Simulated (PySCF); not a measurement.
# BN (SMILES B#N): levels of theory compared

Wanted: a comparison of 3 runs (UMP2/STO-3G, UCISD/STO-3G, FCI/STO-3G) of BN. The job is set up through a Python script.

The calculation is run with PySCF 2.14.0.

14 further runs of the same task are left out: 5 that didn't finish, 9 set aside as unsound or not needed.

**1. The structure to begin with**

BN: 2 atoms, total charge 0, spin state triplet. As SMILES, `B#N`. The B1–N2 distance was set to 1.579 Å, away from the relaxed value.

Bond lengths: B1–N2 1.579 Å.

**2. A single-point energy at UMP2/STO-3G (run 1)**

Input file calc.py:

```python
from pyscf import gto, mp

molecule = gto.Mole()
molecule.atom = [
    ('B', (-0.000000, -0.000000, -0.286650)),
    ('N', (0.000000, 0.000000, 1.291950)),
]
molecule.max_memory = 1860
molecule.verbose = 4
molecule.charge = 0
molecule.basis = 'sto-3g'
molecule.spin = 2
molecule.build()

calc0 = molecule.UHF()
calc0.conv_tol = 1e-10
calc0.kernel()
if not calc0.converged:
    calc0 = calc0.newton().run(calc0.mo_coeff, calc0.mo_occ)

pt = mp.MP2(calc0, frozen=2).run()
e_tot = pt.e_tot
print('E = %.10f Eh' % e_tot)
```

The run is started by

```sh
$ OMP_NUM_THREADS=1 python calc.py
```

What it wrote:

```text
PySCF version 2.14.0

[INPUT] num. atoms = 2
[INPUT] num. electrons = 12
[INPUT] charge = 0
[INPUT] spin (= nelec alpha-beta = 2S) = 2
[INPUT] symmetry False subgroup None
[INPUT] Mole.unit = angstrom
[INPUT] Symbol           X                Y                Z      unit          X                Y                Z       unit  Magmom
[INPUT]  1 B      0.000000000000   0.000000000000  -0.286650000000 AA    0.000000000000   0.000000000000  -0.541689993607 Bohr   0.0
[INPUT]  2 N      0.000000000000   0.000000000000   1.291950000000 AA    0.000000000000   0.000000000000   2.441431666632 Bohr   0.0

nuclear repulsion = 11.7326760307868
number of shells = 6
number of NR pGTOs = 30
number of NR cGTOs = 10
basis = sto-3g
ecp = {}

[... 19 lines left out ...]
WARN: beta  nocc = 5  HOMO -0.160363649116996 >= LUMO -0.160363649116996
[... 1 line left out ...]
WARN: HOMO -0.0944157063905793 >= LUMO -0.160363649116996
[... 86 lines left out ...]
converged SCF energy = -77.8786691125974  <S^2> = 2.0754078  2S+1 = 3.0498576
[... 1 line left out ...]
******** <class 'pyscf.mp.ump2.UMP2'> ********
nocc = (np.int64(5), np.int64(3)), nmo = (8, 8)
frozen orbitals 2
E(UMP2) = -77.9754274050452  E_corr = -0.0967582924478201
E(SCS-UMP2) = -77.9738162533225  E_corr = -0.0951471407250862
E_corr(same-spin) = -0.0241878579372668
E_corr(oppo-spin) = -0.0725704345105532
E = -77.9754274050 Eh
```

It took 0.6 s on 1 thread of Arm Neoverse V2, shared host; peak memory 0.12 GiB.

**3. A single-point energy at UCISD/STO-3G (run 2)**

Input file job.py:

```python
from pyscf import gto, scf, ci

mol = gto.M(
    atom='''
B    0.000000   0.000000  -0.286650
N    0.000000   0.000000   1.291950
''',
    basis='sto-3g',
    charge=0,
    verbose=3,
    spin=2,
    max_memory=1860,
)

hf = scf.UHF(mol)
hf.conv_tol = 1e-10
hf.kernel()
if not hf.converged:
    hf = hf.newton().run(hf.mo_coeff, hf.mo_occ)

cisd = ci.CISD(hf, frozen=2)
cisd.kernel()
etot = cisd.e_tot
print('Final energy', etot)
```

The run is started by

```sh
$ OMP_NUM_THREADS=1 python job.py
```

What it wrote:

```text
WARN: HOMO -0.0944157063905793 >= LUMO -0.160363649116996

converged SCF energy = -77.8786691125974  <S^2> = 2.0754078  2S+1 = 3.0498576
E(UCISD) = -78.00517880062462  E_corr = -0.1265096880272294
Final energy -78.00517880062462
```

Run time: 0.64 s. Hardware: 1 thread of Arm Neoverse V2, shared host; peak memory 0.1 GiB.

**4. A single-point energy at FCI/STO-3G (run 3)**

Input file job.py:

```python
from pyscf import gto, mcscf

mol = gto.M(
    atom='''
B      0.000000     0.000000    -0.541690
N      0.000000     0.000000     2.441432
''',
    unit='bohr',
    spin=2,
    basis='sto-3g',
    verbose=3,
    max_memory=1860,
)

mf = mol.ROHF()
mf.conv_tol = 1e-10
mf.kernel()
if not mf.converged:
    mf = mf.newton().run(mf.mo_coeff, mf.mo_occ)

cas = mcscf.CASCI(mf, mf.mo_coeff.shape[-1] - 2, (mol.nelec[0] - 2, mol.nelec[1] - 2))  # full CI above the frozen core
cas.fix_spin_(ss=2.0)
cas.kernel()
e_tot = cas.e_tot
print(f'total energy: {e_tot:.8f} hartree')
```

The run is started by

```sh
$ OMP_NUM_THREADS=1 python job.py
```

What it wrote:

```text
SCF not converged.
SCF energy = -77.8706013898848
converged SCF energy = -77.8711683188032
CASCI E = -78.0227485411776  E(CI) = -17.0974686264375  S^2 = 2.0000000
total energy: -78.02274854 hartree
```

Wall time 0.8 s (1 thread of Arm Neoverse V2, shared host); peak memory 0.12 GiB.

**5. Overview of the runs**

```csv
run,level,energy (Eh),dipole moment (D) of the reference,HOMO energy (eV),LUMO energy (eV),wall time
1,UMP2/STO-3G,-77.975427,2.13,-7.24,4.82,0.6 s
2,UCISD/STO-3G,-78.005179,2.13,-7.24,4.82,0.64 s
3,FCI/STO-3G,-78.022749,2.29,–,–,0.8 s
```

**6. Outcome**

| quantity | value |
| --- | --- |
| run 3: total energy | -78.02275 Eh |
| run 3: dipole moment (Hartree–Fock density) | 2.29 D |
| run 3: correlation energy (2 core orbitals frozen) | -151.6 mEh |

**Reading.** Against full CI in this basis: UMP2 +47.3 mEh; UCISD +17.6 mEh. In runs 1, 2, 3 the basis is minimal, so the values are rough. All runs together took 2 s, the longest 0.8 s.
